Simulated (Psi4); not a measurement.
# CH3FO (SMILES OCF): B3LYP/aug-cc-pVDZ, part 2 of 2

Psi4 1.11. The steps go on from the part before.

## 3. The doublet cation: a single-point energy at UB3LYP/aug-cc-pVDZ

calc.in

```
memory 1600 mb

molecule {
  1 2
  O     -0.794000    -0.697200    -0.247400
  C      0.250200     0.049000     0.230800
  F     -0.094100     1.383200     0.323800
  H     -0.928700    -0.495100    -1.178000
  H      1.136800     0.004900    -0.412500
  H      0.472100    -0.308800     1.237300
  units angstrom
  symmetry c1
  no_reorient
  no_com
}

set {
  basis                aug-cc-pVDZ
  reference            uks
  puream               true
  e_convergence        1e-09
  d_convergence        1e-08
  scf_type             pk
  dft_radial_points    99
  dft_spherical_points 590
  maxiter              200
}

e, wfn = energy('b3lyp', return_wfn=True)
oeprop(wfn, 'WIBERG_LOWDIN_INDICES', 'LOWDIN_CHARGES', 'DIPOLE', title='B3LYP')
```

Started as:

```console
$ psi4 -i calc.in -o calc.out -n 1
```

calc.out:

```text
Psi4 1.11 release

   => Loading Basis Set <=

    Name: AUG-CC-PVDZ
    Role: ORBITAL
    Keyword: BASIS

         ---------------------------------------------------------
                                   SCF
                              UKS Reference
                        1 Threads,   1525 MiB Core
         ---------------------------------------------------------

  ==> Geometry <==

    Molecular point group: c1
    Full point group: C1

    Geometry (in Angstrom), charge = 1, multiplicity = 2:

       Center              X                  Y                   Z               Mass
    ------------   -----------------  -----------------  -----------------  -----------------
         O           -0.794000000000    -0.697200000000    -0.247400000000    15.994914619570
         C            0.250200000000     0.049000000000     0.230800000000    12.000000000000
         F           -0.094100000000     1.383200000000     0.323800000000    18.998403162730
         H           -0.928700000000    -0.495100000000    -1.178000000000     1.007825032230
         H            1.136800000000     0.004900000000    -0.412500000000     1.007825032230
         H            0.472100000000    -0.308800000000     1.237300000000     1.007825032230

  Running in c1 symmetry.

  Rotational constants: A =      1.11305  B =      0.32251  C =      0.27269 [cm^-1]
  Rotational constants: A =  33368.28404  B =   9668.60016  C =   8174.95855 [MHz]
  Nuclear repulsion =   79.440325172787965

  Charge       = 1
  Multiplicity = 2
  Electrons    = 25
  Nalpha       = 13
  Nbeta        = 12

  ==> Algorithm <==

  SCF Algorithm Type is PK.
  DIIS enabled.
  MOM disabled.
  Fractional occupation disabled.
  Guess Type is SAD.
  Energy threshold   = 1.00e-09
  Density threshold  = 1.00e-08
  Integral threshold = 1.00e-12

  ==> Primary Basis <==

  Basis Set: AUG-CC-PVDZ
    Blend: AUG-CC-PVDZ
    Number of shells: 42
    Number of basis functions: 96
    Number of Cartesian functions: 102
    Spherical Harmonics?: true
    Max angular momentum: 2

  ==> DFT Potential <==

   => LibXC <=

    Version 7.1.2

   => Composite Functional: B3LYP <=

    B3LYP Hyb-GGA Exchange-Correlation Functional

    Deriv               =              1
    GGA                 =           TRUE
    Meta                =          FALSE

    Exchange Hybrid     =           TRUE
    MP2 Hybrid          =          FALSE

   => Exchange Functionals <=

    0.0800   Slater exchange
    0.7200         Becke 88

   => Exact (HF) Exchange <=

    0.2000               HF

   => Correlation Functionals <=

    0.1900   Vosko, Wilk & Nusair (VWN5_RPA)
    0.8100   Lee, Yang & Parr

   => LibXC Density Thresholds  <==

    XC_HYB_GGA_XC_B3LYP:  1.00E-15

   => Molecular Quadrature <=

    Radial Scheme          =       TREUTLER
    Pruning Scheme         =           NONE
    Nuclear Scheme         =       TREUTLER

    Blocking Scheme        =         OCTREE
    BS radius alpha        =              1
    Pruning alpha          =              1
    Radial Points          =             99
    Spherical Points       =            590
    Total Points           =         338528
    Total Blocks           =           2487
    Max Points             =            256
    Max Functions          =             96
    Weights Tolerance      =       1.00E-15

  ==> Integral Setup <==

  Using in-core PK algorithm.
   Calculation information:
      Number of atoms:                   6
      Number of AO shells:              42
      Number of primitives:             96
      Number of atomic orbitals:       102
      Number of basis functions:        96

      Integral cutoff                 1.00e-12
      Number of threads:                 1

  Performing in-core PK
  Using 21682992 doubles for integral storage.
  We computed 408111 shell quartets total.
  Whereas there are 408156 unique shell quartets.

  ==> DiskJK: Disk-Based J/K Matrices <==

    J tasked:                  Yes
    K tasked:                  Yes
    wK tasked:                  No
    Memory [MiB]:              648
    Schwarz Cutoff:          1E-12

  Cached 50.0% of DFT collocation blocks in 0.445 [GiB].

  Minimum eigenvalue in the overlap matrix is 6.3610118190E-04.
  Reciprocal condition number of the overlap matrix is 7.0729447347E-05.
    Using symmetric orthogonalization.

  ==> Pre-Iterations <==

  SCF Guess: Superposition of Atomic Densities via on-the-fly atomic UHF (no occupation information).

   -------------------------
    Irrep   Nso     Nmo
   -------------------------
     A         96      96
   -------------------------
    Total      96      96
   -------------------------

  ==> Iterations <==

                        Total Energy        Delta E     RMS |[F,P]|

   @UKS iter SAD:  -214.55219257440552   -2.14552e+02   0.00000e+00
   @UKS iter   1:  -214.44455228586224    1.07640e-01   5.47118e-03 DIIS/ADIIS
   @UKS iter   2:  -213.97638010779676    4.68172e-01   1.23073e-02 DIIS/ADIIS
   @UKS iter   3:  -214.55334956766421   -5.76969e-01   1.13671e-03 DIIS/ADIIS
   @UKS iter   4:  -214.55571436196556   -2.36479e-03   1.22512e-03 DIIS/ADIIS
   @UKS iter   5:  -214.56023686930240   -4.52251e-03   5.44195e-04 DIIS/ADIIS
   @UKS iter   6:  -214.56092485214205   -6.87983e-04   4.07180e-04 DIIS/ADIIS
   @UKS iter   7:  -214.56142727666938   -5.02425e-04   2.49807e-04 DIIS/ADIIS
   @UKS iter   8:  -214.56176931316338   -3.42036e-04   8.97990e-05 DIIS
   @UKS iter   9:  -214.56184836103205   -7.90479e-05   2.60965e-05 DIIS
   @UKS iter  10:  -214.56186238871030   -1.40277e-05   6.59484e-06 DIIS
   @UKS iter  11:  -214.56186443323628   -2.04453e-06   2.60646e-06 DIIS
   @UKS iter  12:  -214.56186455956617   -1.26330e-07   6.86411e-07 DIIS
   @UKS iter  13:  -214.56186456834462   -8.77844e-09   6.43229e-07 DIIS
   @UKS iter  14:  -214.56186457171827   -3.37366e-09   1.62184e-07 DIIS
   @UKS iter  15:  -214.56186457196262   -2.44341e-10   6.86656e-08 DIIS
   @UKS iter  16:  -214.56186457199823   -3.56124e-11   1.16487e-08 DIIS
   @UKS iter  17:  -214.56186457199988   -1.64846e-12   7.45592e-09 DIIS
  Energy and wave function converged.

  ==> Post-Iterations <==

   Electrons on quadrature grid:
      Nalpha   =   12.9999999784 ; deviation = -2.156e-08
      Nbeta    =   11.9999999497 ; deviation = -5.032e-08
      Ntotal   =   24.9999999281 ; deviation = -7.188e-08

   @Spin Contamination Metric:   5.336325891E-03
   @S^2 Expected:                7.500000000E-01
   @S^2 Observed:                7.553363259E-01
   @S   Expected:                5.000000000E-01
   @S   Observed:                5.000000000E-01

    Orbital Energies [Eh]
    ---------------------

    Alpha Occupied:

       1A    -25.028521     2A    -19.576451     3A    -10.637959
       4A     -1.533802     5A     -1.432235     6A     -1.030166
       7A     -0.906739     8A     -0.843911     9A     -0.831459
      10A     -0.759479    11A     -0.716795    12A     -0.696386
      13A     -0.668302

    Alpha Virtual:

      14A     -0.232740    15A     -0.191141    16A     -0.174926
      17A     -0.154090    18A     -0.119407    19A     -0.089890
      20A     -0.086611    21A     -0.065144    22A     -0.059440
      23A     -0.044494    24A     -0.039229    25A     -0.032662
      26A     -0.026997    27A     -0.018367    28A      0.018488
      29A      0.049201    30A      0.066825    31A      0.081117
      32A      0.097282    33A      0.103359    34A      0.117556
      35A      0.123701    36A      0.142340    37A      0.175506
      38A      0.223160    39A      0.238234    40A      0.247724
      41A      0.270749    42A      0.293041    43A      0.298973
      44A      0.325602    45A      0.349760    46A      0.360723
      47A      0.363821    48A      0.449301    49A      0.502306
      50A      0.546002    51A      0.560248    52A      0.592655
      53A      0.703941    54A      0.709799    55A      0.747543
      56A      0.840423    57A      0.922322    58A      0.961470
      59A      0.995046    60A      1.053088    61A      1.098545
      62A      1.138597    63A      1.178477    64A      1.196381
      65A      1.216825    66A      1.257726    67A      1.274621
      68A      1.335680    69A      1.338991    70A      1.389874
      71A      1.515184    72A      1.551265    73A      1.597989
      74A      1.622312    75A      1.704429    76A      1.717737
      77A      1.784248    78A      1.892216    79A      1.940835
      80A      2.041437    81A      2.118420    82A      2.197475
      83A      2.272831    84A      2.322521    85A      2.511365
      86A      2.855392    87A      2.956465    88A      2.991159
      89A      3.026474    90A      3.139930    91A      3.500402
      92A      4.234137    93A      4.241948    94A      4.318592
      95A      4.351804    96A      4.377788

    Beta Occupied:

       1A    -25.021610     2A    -19.561529     3A    -10.637191
       4A     -1.517245     5A     -1.399122     6A     -1.013127
       7A     -0.882352     8A     -0.820269     9A     -0.814669
      10A     -0.727250    11A     -0.687201    12A     -0.648703

    Beta Virtual:

      13A     -0.556524    14A     -0.227806    15A     -0.183682
      16A     -0.169572    17A     -0.149551    18A     -0.114478
      19A     -0.088539    20A     -0.081773    21A     -0.057584
      22A     -0.055417    23A     -0.041332    24A     -0.035870
      25A     -0.029048    26A     -0.025693    27A     -0.014271
      28A      0.021119    29A      0.052723    30A      0.069191
      31A      0.081872    32A      0.100250    33A      0.106543
      34A      0.121124    35A      0.125973    36A      0.145441
      37A      0.178975    38A      0.226709    39A      0.242931
      40A      0.253106    41A      0.273834    42A      0.295965
      43A      0.302325    44A      0.328442    45A      0.352313
      46A      0.365995    47A      0.367935    48A      0.455396
      49A      0.510369    50A      0.550671    51A      0.568468
      52A      0.597866    53A      0.712336    54A      0.721578
      55A      0.759707    56A      0.853814    57A      0.927672
      58A      0.971171    59A      1.002465    60A      1.060360
      61A      1.104302    62A      1.147970    63A      1.189831
      64A      1.216581    65A      1.227805    66A      1.269061
      67A      1.281516    68A      1.343244    69A      1.353027
      70A      1.397585    71A      1.523387    72A      1.563085
      73A      1.611136    74A      1.631052    75A      1.715381
      76A      1.728042    77A      1.792964    78A      1.900406
      79A      1.950522    80A      2.053060    81A      2.133472
      82A      2.208829    83A      2.282047    84A      2.338335
      85A      2.525478    86A      2.862977    87A      2.996651
      88A      3.018749    89A      3.063201    90A      3.162742
      91A      3.516706    92A      4.249186    93A      4.256497
      94A      4.335472    95A      4.358422    96A      4.389285

    Final Occupation by Irrep:
              A
    DOCC [    12 ]
    SOCC [     1 ]
    NA   [    13 ]
    NB   [    12 ]

  @UKS Final Energy:  -214.56186457199988

   => Energetics <=

    Nuclear Repulsion Energy =             79.4403251727879649
    One-Electron Energy =                -444.9873698716227182
    Two-Electron Energy =                 171.3560737819921371
    DFT Exchange-Correlation Energy =     -20.3708936551572961
    Empirical Dispersion Energy =           0.0000000000000000
    VV10 Nonlocal Energy =                  0.0000000000000000
    Total Energy =                       -214.5618645719998767

  UHF NO Occupations:
  HONO-2 :   11  A 1.9995765
  HONO-1 :   12  A 1.9982290
  HONO-0 :   13  A 1.0000000
  LUNO+0 :   14  A 0.0017710
  LUNO+1 :   15  A 0.0004235
  LUNO+2 :   16  A 0.0002074
  LUNO+3 :   17  A 0.0001301

Computation Completed

Properties will be evaluated at   0.000000,   0.000000,   0.000000 [a0]

Properties computed using the SCF density matrix

 Multipole Moments:

 ------------------------------------------------------------------------------------
     Multipole            Electronic (a.u.)      Nuclear  (a.u.)        Total (a.u.)
 ------------------------------------------------------------------------------------

 L = 1.  Multiply by 2.5417464519 to convert [e a0] to [Debye]
 Dipole X            :          9.6306827           -9.4817008            0.1489819
 Dipole Y            :        -12.4249597           12.0303745           -0.3945852
 Dipole Z            :         -4.2286571            3.7163354           -0.5123217
 Magnitude           :                                                    0.6636012

 ------------------------------------------------------------------------------------

	total time  =         39 seconds =       0.65 minutes

Properties will be evaluated at   0.000000,   0.000000,   0.000000 [a0]

Properties computed using the B3LYP density matrix

 Multipole Moments:

 ------------------------------------------------------------------------------------
     Multipole            Electronic (a.u.)      Nuclear  (a.u.)        Total (a.u.)
 ------------------------------------------------------------------------------------

 L = 1.  Multiply by 2.5417464519 to convert [e a0] to [Debye]
 Dipole X            :          9.6306827           -9.4817008            0.1489819
 Dipole Y            :        -12.4249597           12.0303745           -0.3945852
 Dipole Z            :         -4.2286571            3.7163354           -0.5123217
 Magnitude           :                                                    0.6636012

 ------------------------------------------------------------------------------------
  Lowdin Charges: (a.u.)
   Center  Symbol    Alpha    Beta     Spin     Total
       1     O     4.01774  3.51546  0.50228  0.46679
       2     C     3.02041  2.88405  0.13636  0.09554
       3     F     4.48591  4.29096  0.19495  0.22313
       4     H     0.48731  0.47161  0.01570  0.04108
       5     H     0.50150  0.39178  0.10972  0.10672
       6     H     0.48713  0.44614  0.04099  0.06673

  Total alpha = 13.00000, Total beta = 12.00000, Total charge =  1.00000

  Wiberg Bond Indices using Orthogonal Lowdin Orbitals:

  Total Bond Index:
  Irrep: 1 Size: 6 x 6

                 1                   2                   3                   4                   5

    1     0.00000000000000     1.76950918753352     0.33570499821794     1.17203970007360     0.20582233447829
    2     1.76950918753352     0.00000000000000     1.76974556848710     0.20498520676538     0.74109576344276
    3     0.33570499821794     1.76974556848710     0.00000000000000     0.04490638511486     0.16307579840221
    4     1.17203970007360     0.20498520676538     0.04490638511486     0.00000000000000     0.03169896425573
    5     0.20582233447829     0.74109576344276     0.16307579840221     0.03169896425573     0.00000000000000
    6     0.19914478512489     0.80563220584503     0.15071852866587     0.02015734728077     0.13977746510931

                 6

    1     0.19914478512489
    2     0.80563220584503
    3     0.15071852866587
    4     0.02015734728077
    5     0.13977746510931
    6     0.00000000000000

  Alpha Contribution:
  Irrep: 1 Size: 6 x 6

                 1                   2                   3                   4                   5

    1     0.00000000000000     0.86145393544887     0.09892632556202     0.61507203980259     0.07954553394482
    2     0.86145393544887     0.00000000000000     0.86273851102263     0.09864805875584     0.43915958352791
    3     0.09892632556202     0.86273851102263     0.00000000000000     0.01485232749838     0.07665852316540
    4     0.61507203980259     0.09864805875584     0.01485232749838     0.00000000000000     0.01453060452749
    5     0.07954553394482     0.43915958352791     0.07665852316540     0.01453060452749     0.00000000000000
    6     0.08611746782862     0.43245918069934     0.07314011918578     0.00931543046400     0.07334479717855

                 6

    1     0.08611746782862
    2     0.43245918069934
    3     0.07314011918578
    4     0.00931543046400
    5     0.07334479717855
    6     0.00000000000000

  Beta Contribution:
  Irrep: 1 Size: 6 x 6

                 1                   2                   3                   4                   5

    1     0.00000000000000     0.90805525208465     0.23677867265592     0.55696766027101     0.12627680053347
    2     0.90805525208465     0.00000000000000     0.90700705746447     0.10633714800954     0.30193617991485
    3     0.23677867265592     0.90700705746447     0.00000000000000     0.03005405761649     0.08641727523680
    4     0.55696766027101     0.10633714800954     0.03005405761649     0.00000000000000     0.01716835972823
    5     0.12627680053347     0.30193617991485     0.08641727523680     0.01716835972823     0.00000000000000
    6     0.11302731729628     0.37317302514569     0.07757840948009     0.01084191681677     0.06643266793076

                 6

    1     0.11302731729628
    2     0.37317302514569
    3     0.07757840948009
    4     0.01084191681677
    5     0.06643266793076
    6     0.00000000000000

  Atomic Valences:

 #  #
 Irrep: 1
      1:    3.682221005428238
      2:    5.290967932073789
      3:    2.464151278887977
      4:    1.473787603490338
      5:    1.281470325688298
      6:    1.315430332025875

    Psi4 run time: 0:00:38.59
```

It took 40 s on 1 thread of Intel Xeon Platinum 8488C (Sapphire Rapids), shared host; peak memory 0.86 GiB.

## 4. Results

What follows sums up all 2 parts.

Level: B3LYP/aug-cc-pVDZ.

```
                                          quantity          value
                       singlet CH3FO: total energy  -215.00393 Eh
                      singlet CH3FO: dipole moment         1.83 D
                        singlet CH3FO: HOMO energy       -8.95 eV
                        singlet CH3FO: LUMO energy       -0.48 eV
                      singlet CH3FO: HOMO–LUMO gap        8.47 eV
           singlet CH3FO: largest force on an atom     0.829 eV/Å
                      doublet cation: total energy  -214.56186 Eh
doublet cation: HOMO energy (highest over α and β)      -17.65 eV
 doublet cation: LUMO energy (lowest over α and β)      -15.14 eV
                              doublet cation: ⟨S²⟩          0.755
vertical ionisation energy (to the doublet cation)      12.029 eV
```

What this shows: The vertical ionisation energy comes to 12.03 eV (1161 kJ/mol). The largest force (singlet CH3FO) is 0.83 eV/Å: the shape isn't a stationary point for this species at this level. −ε(HOMO) before ionisation, 8.95 eV, is 3.08 eV below this ionisation energy. Mulliken charges (singlet CH3FO) run from -0.40 on F3 to +1.38 on C2; in a basis this large or diffuse they mean little.
